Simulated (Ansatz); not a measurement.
hcp Cd, treated with PBE-D3(BJ) in Ansatz (PAW).

Settings: plane-wave cutoff 500 eV, 30×30×14 k mesh (along the axes of the cell as run), Fermi–Dirac smearing 0.1 eV, scalar-relativistic PAW data made under PBE.

Computed at the level's own relaxed cell.

Question: Give the computed equilibrium volume per atom, lattice constant a and c axis length.

Answer: 
* **equilibrium volume per atom**: 21.29 Å³/atom
* **lattice constant a**: 2.995 Å
* **c axis length**: 5.481 Å

Measured, for comparison: lattice constant a 2.979 Å, lattice parameter c 5.617 Å (293 K, not corrected to a static lattice; as tabulated in Wikipedia's data pages). Computed (rounded) less measured: lattice constant a +0.5 %, lattice parameter c -2.4 %.

The computed numbers hold no vibrational or temperature effects.

It cost about 4 core-minutes (a rough figure) of CPU time.

Ansatz is a first-principles code.
